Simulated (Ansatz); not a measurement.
doublet AlO2: levels of theory in one basis

```csv
atom,x (Å),y (Å),z (Å)
O,0.0000,0.0000,-1.6400
Al,0.0000,0.0000,0.0000
O,0.0000,0.0000,1.6400
```

Basis set: def2-SVP (spherical functions). Left uncorrelated: 7 orbitals. Correlation on ROHF uses semicanonical orbitals with singles. Charge 0, multiplicity 2.

Computed with Ansatz (development build ahead of 0.2.0); each method stands on the lowest determinant of its kind that the runs found.

```
      method  E − E(ROHF) (eV)  <S²> of the determinant
        ROHF              0.00                        –
         UHF             -0.10                     0.76
    ROHF-MP2            -10.92                        –
     UHF-MP2            -10.92                     0.76
ROHF-CCSD(T)            -11.58                        –
```

Question: Is a single determinant a sound starting point here?

Answer: Only with care. Unrestricted orbitals gain 0.10 eV and <S²> is 0.76 against 0.75 for a pure state, but several determinants compete.

Caution: the determinant may break the point group. Caution for ROHF-CCSD(T): another reference gives a lower total.
